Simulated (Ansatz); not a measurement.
Results of r²SCAN+rVV10 (Ansatz, a program for electronic structure, PAW) for 1T (CdI2-type) PtS2.

Numerical settings: plane-wave cutoff 500 eV, 18×18×8 k mesh (along the axes of the cell as run), Fermi–Dirac smearing 0.05 eV, scalar-relativistic PAW data made under PBE.

Cell (relaxed at this level):

```
PtS2
1.0
    3.55209     0.00000     0.00000
   -1.77605     3.07620     0.00000
    0.00000     0.00000     5.13155
Pt S
1 2
Cartesian
  0.00000   0.00000   0.00000
  1.77605   1.02540   3.90533
  0.00000   2.05080   1.22621
```

Question: Give the computed band gap.

Answer: 
* **band gap**: 0.84 eV (on the SCF k mesh)

Measured, for comparison: band gap 0.7 eV (temperature not stated, not corrected to a static lattice, bulk, cited; as tabulated in Two-dimensional noble-metal chalcogenides and phosphochalcogenides, Angew. …).

Spin–orbit coupling is not included.

The result took roughly 110 core-seconds.
